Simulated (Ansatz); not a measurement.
# CH₅PS: vertical ionisation energy

An exercise on one series of results from a longer session: the logs are not shown, and one member is left open.

Program: Ansatz 0.2.0, Gaussian basis. Level of theory: unrestricted cation, the program's frozen cores in correlated methods. These are calculated values, not measurements.

The runs, in order: UKS PBE-D4/def2-TZVPP; UKS r2SCAN-D4/def2-TZVPP; UKS PBE0-D4/def2-TZVPP; UKS B3LYP-D4/def2-TZVPP; UKS wB97X-V/def2-TZVPP; UKS wB97M-V/def2-TZVPP; UKS B2PLYP/def2-TZVPP; UHF-CCSD(T)/def2-TZVPP; UHF-MP2/def2-QZVPP; extrapolation to the limit; then −ε(HOMO) from the neutral's earlier runs with LDA (SPW92), PBE-D4, revPBE-D4, BLYP-D4, r2SCAN-D4, B97M-V, PBE0-D4, B3LYP-D4, r2SCANh-D4, r2SCAN0-D4, HSE06-D4, BHLYP-D4, CAM-B3LYP-D4, LC-ωPBE, ωB97X-V, ωB97M-V.

## The geometry

The geometry comes from an earlier relaxation with PBE0-D4 in a triple-zeta def2 set; it is a stationary point, not always the lowest conformer.

SMILES `CSP`, 8 atoms, charge 0, spin multiplicity 1.

Atoms are counted from 1 here; the program's logs count them from 0.

Bond lengths: C1–S2 1.810 Å, C1–H4 1.089 Å, C1–H5 1.089 Å, C1–H6 1.091 Å, S2–P3 2.105 Å, P3–H7 1.420 Å, P3–H8 1.420 Å. Angles: S2–C1–H4 111.3°, S2–C1–H5 111.3°, S2–C1–H6 106.0°, H4–C1–H5 110.1°, H4–C1–H6 109.0°, H5–C1–H6 109.0°, C1–S2–P3 99.5°, S2–P3–H7 98.3°, S2–P3–H8 98.4°, H7–P3–H8 93.3°.

Geometry (Å):

```mol
CH5PS
  3D, bonds by distance, orders not assigned

  8  7  0  0  0  0  0  0  0  0999 V2000
   -0.7859    1.0349   -0.4445 C   0  0
    0.2131    0.3874    0.9183 S   0  0
    0.8501   -1.4238    0.0545 P   0  0
   -1.6213    0.3736   -0.6712 H   0  0
   -0.1815    1.1942   -1.3366 H   0  0
   -1.1754    1.9951   -0.1032 H   0  0
    2.2290   -1.3335    0.3807 H   0  0
    0.5640   -2.2851    1.1464 H   0  0
  1  2  8  0
  2  3  8  0
  1  4  8  0
  1  5  8  0
  1  6  8  0
  3  7  8  0
  3  8  8  0
M  END
```

Set-up of the first run:

The input, in.yaml:

```yaml
crystal:
  periodic: [false, false, false]
  atoms:
    - {symbol: C, position_ang: [-0.785937, 1.034891, -0.444545]}
    - {symbol: S, position_ang: [0.213109, 0.387420, 0.918322]}
    - {symbol: P, position_ang: [0.850111, -1.423789, 0.054490]}
    - {symbol: H, position_ang: [-1.621314, 0.373624, -0.671204]}
    - {symbol: H, position_ang: [-0.181544, 1.194231, -1.336632]}
    - {symbol: H, position_ang: [-1.175397, 1.995086, -0.103150]}
    - {symbol: H, position_ang: [2.228961, -1.333497, 0.380655]}
    - {symbol: H, position_ang: [0.564012, -2.285065, 1.146363]}
basis:
  gaussian: {orbitals: def2-TZVPP}
total_charge: 1
magnetization: {spin_polarized: true, initial_magnetization: 1}
hamiltonian: {xc: pbe, dispersion: d4}
```

On the command line:

```console
$ ansatz run in.yaml --threads 2 --pin off --events-out ev --progress --plain --max-ram 4352MiB
```

Among the steps run: Cation, UKS PBE-D4/def2-TZVPP; Cation, UKS r2SCAN-D4/def2-TZVPP; Cation, UKS PBE0-D4/def2-TZVPP; Cation, UKS B3LYP-D4/def2-TZVPP; Cation, UKS wB97X-V/def2-TZVPP; Cation, UKS wB97M-V/def2-TZVPP; Cation, UKS B2PLYP (frozen core)/def2-TZVPP; Cation, UHF-CCSD(T)/def2-TZVPP; Cation, UHF-MP2/def2-QZVPP.

One of the session's tables, all rows but one given; the rest of the session is left out.

Orbital estimates, from the neutral's runs:

| functional | −ε(HOMO) (eV) |
| --- | --- |
| LDA (SPW92) | 5.71 |
| PBE-D4 | 5.62 |
| revPBE-D4 | 5.59 |
| BLYP-D4 | 5.47 |
| r2SCAN-D4 | 5.88 |
| B97M-V | 5.97 |
| PBE0-D4 | 6.84 |
| B3LYP-D4 | 6.60 |
| r2SCANh-D4 | 6.33 |
| r2SCAN0-D4 | 7.00 |
| HSE06-D4 | 6.44 |
| BHLYP-D4 | 7.92 |
| CAM-B3LYP-D4 | ? |
| LC-ωPBE | 9.56 |
| ωB97X-V | 9.20 |
| ωB97M-V | 9.03 |

**Question.** Estimate the row for CAM-B3LYP-D4.

**Answer.** −ε(HOMO) (eV): 8.16. In the column «−ε(HOMO) (eV)» it lies between BHLYP-D4 (7.92) and ωB97M-V (9.03).
